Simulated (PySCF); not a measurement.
**`C[C@@H]1S[C@@H]1CF`, C4H7FS**

Cartesian coordinates in Å; atom numbers follow the order of the lines, from 1:
```xyz
13

C     1.515    0.521    0.288
C     0.761   -0.757    0.047
S     0.241   -1.162   -1.642
C    -0.713   -0.791   -0.158
C    -1.539    0.469   -0.186
F    -1.799    0.887    1.099
H     1.357    0.844    1.317
H     2.579    0.360    0.132
H     1.189    1.312   -0.382
H     1.179   -1.614    0.568
H    -1.244   -1.644    0.255
H    -1.022    1.287   -0.694
H    -2.508    0.289   -0.663
```

Computed, not measured: PySCF 2.14.0, TDDFT wB97X-D/def2-SVPD circular dichroism and optical rotation, one conformer, gas phase. Geometry: GFN2-xTB.

The molecule is flexible and this is one conformer; a measurement averages over conformers. States above about 8.7 eV (minus the energy of the highest occupied orbital) lie near or above the ionisation threshold and depend on the basis.

(1) What are the CIP labels of the stereocentres?

(2) List the lowest 12 singlet excitations with oscillator and rotatory strengths.

Results:

(1) C2 S, C4 R.

(2) Rotatory strengths R in 10⁻⁴⁰ esu² cm², velocity form and length form (origin at the centre of mass); f in length form.
| state | E (eV) | λ (nm) | f | R (velocity) | R (length) | main |
| --- | --- | --- | --- | --- | --- | --- |
| 1 | 4.93 | 251 | 0.0001 | +1.9 | +1.8 | HOMO→LUMO 0.93 |
| 2 | 6.44 | 193 | 0.027 | +0.8 | +1.0 | HOMO→LUMO+1 0.72, HOMO→LUMO+2 0.20 |
| 3 | 6.89 | 180 | 0.048 | +0.4 | -0.6 | HOMO→LUMO+2 0.64, HOMO→LUMO+1 0.19 |
| 4 | 7.42 | 167 | 0.051 | -6.4 | -6.6 | HOMO→LUMO+3 0.74 |
| 5 | 7.60 | 163 | 0.057 | -11.2 | -11.4 | HOMO−1→LUMO 0.77 |
| 6 | 7.66 | 162 | 0.009 | -2.8 | -1.2 | HOMO→LUMO+4 0.75, HOMO→LUMO+5 0.10 |
| 7 | 8.04 | 154 | 0.069 | +5.9 | +5.8 | HOMO−2→LUMO 0.75 |
| 8 | 8.43 | 147 | 0.040 | -6.5 | -6.9 | HOMO→LUMO+6 0.53, HOMO→LUMO+5 0.20 |
| 9 | 8.53 | 145 | 0.032 | -8.7 | -7.8 | HOMO−1→LUMO+1 0.36, HOMO→LUMO+5 0.16 |
| 10 | 8.59 | 144 | 0.048 | -30.1 | -30.3 | HOMO−1→LUMO+1 0.29, HOMO→LUMO+7 0.25 |
| 11 | 8.76 | 141 | 0.067 | +29.2 | +30.7 | HOMO−3→LUMO 0.26, HOMO→LUMO+8 0.17 |
| 12 | 8.78 | 141 | 0.017 | +8.0 | +7.6 | HOMO−3→LUMO 0.48, HOMO−1→LUMO+2 0.20 |

For state 3 the two forms differ in sign, so the sign of R isn't settled.

Among the states computed, the strongest CD band (largest |R|) is state 10. The largest dissymmetry factor in size, g = 4R/(D+G), with D and G the electric and magnetic dipole strengths, is +0.13 for state 1 (velocity form, f = 0.0001), among bands with |R| over 0.5. The mirror image has the same energies and oscillator strengths and all R with the opposite sign.
